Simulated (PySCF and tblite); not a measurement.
Values are calculated unless marked as measured or tabulated.
C₄H₆O, numbered as in [CH:1]#[C:2][O:3][CH2:4][CH3:5].

Search: ETKDG and KDG, MMFF94s, GFN2-xTB, 90 starts; geometries at PBE0-D3(BJ)/def2-SVP. Weights use CAM-B3LYP-D3(BJ)/def2-TZVP (IEF-PCM, chloroform) energies plus GFN2-xTB zero-point and thermal terms (modes under about 100 cm⁻¹ blended into free rotors). Symmetry numbers and mirror images are counted. Conformers within 3 kcal/mol (GFN2-xTB free energy) were kept, 8 at most. Couplings: B3LYP/pcJ-1 (gas phase; spin-dipole term only for pairs with B, N, F, Si or P). Couplings are for ¹³C, ¹H, ¹⁷O. Codes: tblite and PySCF.

Torsions listed: C2–O3–C4–C5. Of a mirror pair one member is shown.

| conformer | shape | weight % |
| --- | --- | --- |
| 1 | 180° | 52.6 |
| 2 | -70° | 47.4 |

Question: Give the couplings in each conformer and the averages at 298.15 K (pairs that fast motion interchanges averaged).

Answer: 
| coupling | pairs | 1 | 2 | average (Hz) |
| --- | --- | --- | --- | --- |
| ¹J(C1,C2) | 1 | 254.8 | 253.8 | 254.3 |
| ²J(C1,O3) | 1 | -3.9 | -3.7 | -3.8 |
| ¹J(C1,H1) | 1 | 293.8 | 293.5 | 293.7 |
| ¹J(C2,O3) | 1 | 16.7 | 17.8 | 17.2 |
| ²J(H1,C2) | 1 | 64.6 | 64.5 | 64.5 |
| ³J(C2,H4) | 2 | 1.0 | 7.1 | 3.9 |
| ¹J(O3,C4) | 1 | 23.2 | 23.9 | 23.6 |
| ²J(O3,C5) | 1 | -10.0 | -0.8 | -5.6 |
| ³J(H1,O3) | 1 | -0.1 | 0.0 | 0.0 |
| ²J(O3,H4) | 2 | -2.9 | -8.8 | -5.7 |
| ³J(O3,H5) | 3 | -7.9 | -4.3 | -6.2 |
| ¹J(C4,C5) | 1 | 41.8 | 39.9 | 40.9 |
| ⁴J(H1,C4) | 1 | -2.4 | -2.3 | -2.4 |
| ¹J(C4,H4) | 2 | 152.0 | 152.7 | 152.3 |
| ²J(C4,H5) | 3 | -3.5 | -3.4 | -3.4 |
| ²J(H4,C5) | 2 | -2.0 | -1.1 | -1.6 |
| ¹J(C5,H5) | 3 | 134.4 | 134.4 | 134.4 |
| ²J(H4,H4) | 1 | -10.4 | -12.4 | -11.3 |
| ³J(H4,H5) | 6 | 8.1 | 7.9 | 8.0 |
| ²J(H5,H5) | 3 | -14.2 | -14.4 | -14.3 |
